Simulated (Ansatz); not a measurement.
H$_{7}$PSi$_{2}$ (`[SiH3]P[SiH3]`). Total charge 0; spin multiplicity 1. The structure was optimised at the PBE0-D4/def2-TZVP level.

```xyz
10

Si   -0.918   -0.644    1.249
P     0.227    1.203    0.664
Si    0.647    0.550   -1.447
H    -1.119   -0.636    2.721
H    -0.242   -1.911    0.860
H    -2.241   -0.579    0.576
H     1.468    0.734    1.177
H     1.646    1.475   -2.044
H    -0.626    0.652   -2.206
H     1.157   -0.844   -1.549
```

Problem. What is the dipole moment at ωB97M-V/def2-TZVPP? (Estimate.)

Solution. Ansatz gave: 0.55 D, with components (0.32, -0.45, -0.01) D in this frame, pointing from negative to positive charge.

Problem. And with PBE, r2SCAN, B3LYP? (An estimate is asked.)

Solution. Computed: PBE 0.55 D, r2SCAN 0.61 D, B3LYP 0.55 D.

Problem. Give the Mulliken charges with ωB97M-V, r2SCAN, B3LYP in def2-TZVPP. (An estimate is asked.)

Solution. The calculation gave: 
| atom | ωB97M-V | r2SCAN | B3LYP |
| --- | --- | --- | --- |
| Si1 | 0.10 | 0.25 | 0.22 |
| P2 | -0.19 | -0.17 | -0.16 |
| Si3 | 0.10 | 0.25 | 0.22 |
| H4 | -0.01 | -0.06 | -0.05 |
| H5 | -0.01 | -0.05 | -0.05 |
| H6 | -0.01 | -0.06 | -0.05 |
| H7 | 0.06 | 0.03 | 0.03 |
| H8 | -0.01 | -0.06 | -0.05 |
| H9 | -0.01 | -0.06 | -0.05 |
| H10 | -0.01 | -0.05 | -0.05 |

B3LYP here is the variant with VWN-RPA as its local correlation; programs differ in this.
